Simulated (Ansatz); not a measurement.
Geometry optimisation, RKS BHLYP-D4/6-31G* (Ansatz 0.2.0).

Input file:

```yaml
crystal:
  periodic: [false, false, false]
  atoms:
    - { symbol: B, position_ang: [0.0, 0.0, 0.0] }
    - { symbol: H, position_ang: [0.0, 0.0, 1.54] }
    - { symbol: H, position_ang: [1.0305, 0.0, -0.595] }
    - { symbol: O, position_ang: [-1.2211, 0.0, -0.705] }
    - { symbol: H, position_ang: [-1.7308, -0.8467, -0.4965] }
    - { symbol: Cl, position_ang: [-0.2702, 2.0319, 0.6811] }
    - { symbol: H, position_ang: [-0.1156, 0.8691, 1.6586] }
basis:
  gaussian: { orbitals: "6-31G*" }
hamiltonian:
  xc: { name: BHLYP }
  dispersion: d4
relax:
  f_tol: 0.15
  max_steps: 25
  restrain:
    - { distance: [0, 5], at: 3.06, k: 30.0 }
    - { distance: [6, 1], at: 1.86, k: 30.0 }
    - { distance: [0, 1], at: 1.19, k: 30.0 }
    - { distance: [6, 5], at: 1.37, k: 30.0 }
```

Launched with:

```bash
$ ansatz run input.yaml --threads 1 --pin off --max-ram 2048MiB --backend cpu --events-out ev --progress --plain --runs-dir out
```

**Question.** Where does it end, and by what steps?

**Answer.** It converged. The restraints hold the end off the free minimum. After 9 steps the energy has fallen by 2.882 eV (the restraints' own energy left out); Cl6 moved furthest, 0.67 Å. Joined: B1–H2 (1.54 → 1.19 Å).

```csv
step,energy less start (eV),largest force component (eV/Å),accepted
0,0.0000,3.617,yes
1,-0.9032,2.616,yes
2,-1.7547,2.364,yes
3,-2.3351,2.311,yes
4,-2.6009,1.664,yes
5,-2.7343,2.454,yes
6,-2.7710,2.124,yes
7,-2.7761,1.525,yes
8,-2.8012,2.062,yes
9,-2.8822,1.315,yes
```

```xyz
7
Properties=species:S:1:pos:R:3
B 0.005 -0.272 -0.052
H -0.101 -0.400 1.131
H 1.039 0.038 -0.550
O -1.049 -0.506 -0.846
H -1.845 -0.749 -0.371
Cl -0.259 2.560 1.094
H -0.097 1.382 1.678
```

Run time: 17 s on 1 thread of Arm Neoverse V2 (shared host), peak memory 0.12 GiB.
